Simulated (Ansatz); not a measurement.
# C₃H₄FN: up Jacob's ladder to CCSD(T)

The task here is to estimate one member of a computed series from the others.

Computed with Ansatz 0.2.0, Gaussian basis. Level: functionals in def2-TZVPP, the program's frozen cores in correlated methods.

The runs, in order: LDA (SPW92), PBE-D4, revPBE-D4, BLYP-D4, r2SCAN-D4, B97M-V, PBE0-D4, B3LYP-D4, r2SCANh-D4, r2SCAN0-D4, HSE06-D4, BHLYP-D4, CAM-B3LYP-D4, LC-ωPBE, ωB97X-V, ωB97M-V, B2PLYP, PBE-QIDH; CCSD(T)/def2-SVP; CCSD(T)/def2-TZVPP; MP2/def2-QZVPP; extrapolation to the limit; RPA on PBE.

## Structure used throughout

An earlier PBE0-D4 in a triple-zeta def2 set relaxation fixed the geometry.

SMILES `C=C(F)C=N`, 9 atoms, charge 0, spin multiplicity 1.

Atoms are counted from 1 here; the program's logs count them from 0.

Bond lengths: C1–C2 1.323 Å, C1–H6 1.081 Å, C1–H7 1.081 Å, C2–F3 1.342 Å, C2–C4 1.474 Å, C4–N5 1.264 Å, C4–H8 1.093 Å, N5–H9 1.022 Å. Angles: C2–C1–H6 120.4°, C2–C1–H7 121.0°, H6–C1–H7 118.6°, C1–C2–F3 120.0°, C1–C2–C4 128.4°, F3–C2–C4 111.6°, C2–C4–N5 128.1°, C2–C4–H8 113.6°, N5–C4–H8 118.3°, C4–N5–H9 111.6°.

Set-up of the first run:

in.yaml

```yaml
crystal:
  periodic: [false, false, false]
  atoms:
    - {symbol: C, position_ang: [0.541040, 0.873655, -0.868862]}
    - {symbol: C, position_ang: [0.600756, -0.245702, -0.166246]}
    - {symbol: F, position_ang: [1.686013, -1.030800, -0.245046]}
    - {symbol: C, position_ang: [-0.407027, -0.803784, 0.753905]}
    - {symbol: N, position_ang: [-1.538850, -0.327549, 1.051741]}
    - {symbol: H, position_ang: [-0.330147, 1.511113, -0.809066]}
    - {symbol: H, position_ang: [1.357229, 1.171361, -1.512322]}
    - {symbol: H, position_ang: [-0.103238, -1.745793, 1.216972]}
    - {symbol: H, position_ang: [-1.717376, 0.551098, 0.561824]}
basis:
  gaussian: {orbitals: def2-TZVPP}
hamiltonian: {xc: lda}
output: {orbitals: {seedname: orbitals}}
```

Command:

```sh
$ ansatz run in.yaml --threads 2 --pin off --events-out ev --progress --plain --max-ram 4352MiB
```

Steps of the session up to this table: LDA; PBE-D4 (GGA); revPBE-D4 (GGA); BLYP-D4 (GGA); r2SCAN-D4 (meta-GGA); B97M-V (meta-GGA); PBE0-D4 (hybrid); B3LYP-D4 (hybrid); r2SCANh-D4 (hybrid); r2SCAN0-D4 (hybrid); HSE06-D4 (hybrid); BHLYP-D4 (hybrid); CAM-B3LYP-D4 (range-separated); LC-ωPBE (range-separated); ωB97X-V (range-separated); ωB97M-V (range-separated); B2PLYP (double hybrid); PBE-QIDH (double hybrid).

One table of the session follows, with a row left open; its other results are not shown here.

It belongs to the step «Frontier levels by functional». 

```
  functional  HOMO (eV)  LUMO (eV)  gap (eV)
 LDA (SPW92)      -6.67      -3.06      3.61
      PBE-D4      -6.57      -2.80      3.77
   revPBE-D4      -6.52      -2.70      3.82
     BLYP-D4      -6.48      -2.67      3.82
   r2SCAN-D4      -6.91      -2.68      4.23
      B97M-V      -6.90      -2.57      4.34
     PBE0-D4      -7.86      -1.83      6.03
    B3LYP-D4          ?          ?         ?
  r2SCANh-D4      -7.35      -2.32      5.03
  r2SCAN0-D4      -8.01      -1.78      6.24
    HSE06-D4      -7.46      -2.22      5.24
    BHLYP-D4      -8.88      -0.75      8.13
CAM-B3LYP-D4      -9.20      -0.70      8.51
     LC-ωPBE     -10.57       0.47     11.04
     ωB97X-V     -10.16       0.42     10.59
     ωB97M-V     -10.07       0.36     10.42
```

**Question.** Estimate the row for B3LYP-D4.

Worked estimate for «HOMO (eV)». Against the share of exact exchange, BLYP-D4 (0, -6.48), BHLYP-D4 (0.5, -8.88) give a slope of -4.80 per unit share; at 0.2 the line stands at -7.44.

The run gave: HOMO (eV): -7.65; LUMO (eV): -2.07; gap (eV): 5.58. In «HOMO (eV)» the line misses by +0.21.
